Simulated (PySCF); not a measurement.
hydrogen cyanide (CHN), SMILES C#N. Heavy atoms are numbered as in [CH:1]#[N:2]. Hydrogens are named by the atom that carries them.

The structure is a stationary point at B3LYP-D3(BJ)/def2-TZVPD.

Level of theory: PySCF with M06-2X/def2-TZVPD.

Mulliken values depend strongly on the basis, most of all with diffuse functions as here. ESP charges are fitted to the potential on shells at 1.4 to 2.0 van der Waals radii. Atomic charges (e), one atom of each kind:

| atom | Mulliken | ESP fit |
|---|---|---|
| C1 (CH) | -0.04 | 0.09 |
| N2 | -0.16 | -0.33 |
| H on C1 | 0.20 | 0.24 |
